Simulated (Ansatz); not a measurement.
Rutile MnF2 was calculated with r²SCAN+rVV10 (Ansatz, a first-principles code, plane waves, PAW).

Run with plane-wave cutoff 560 eV, 8×8×10 k mesh (along the axes of the cell as run), Fermi–Dirac smearing 0.01 eV, spin-polarised with opposed moments, scalar-relativistic PAW data made under PBE.

Response to compression and expansion:

Shape and atoms are relaxed at each volume.

| V (Å³/atom) | P (GPa) | direct gap at Γ (eV) | smallest gap on the k mesh (eV) | c (Å) |
|---|---|---|---|---|
| 12.340 | 4.46 | 2.937 | 2.802 | 3.265 |
| 12.597 | 2.10 | 2.945 | 2.844 | 3.277 |
| 12.854 | -0.01 | 2.950 | 2.885 | 3.288 |
| 13.111 | -1.90 | 2.953 | 2.909 | 3.300 |
| 13.368 | -3.58 | 2.952 | 2.912 | 3.312 |

The fundamental gap (2.88 eV at the equilibrium volume, with added k points) lies elsewhere than Γ–Γ.

Measured, for comparison: band gap 9.9 eV (temperature not stated, no zero-point or thermal correction, the source doubts the polymorph; as tabulated in Das and Bazhirov (2019), arXiv:1808.05325).

Note: without U or exact exchange, gaps and moments of open d shells tend to come out too small; the bulk modulus comes from volumes at which shape and atoms were relaxed.
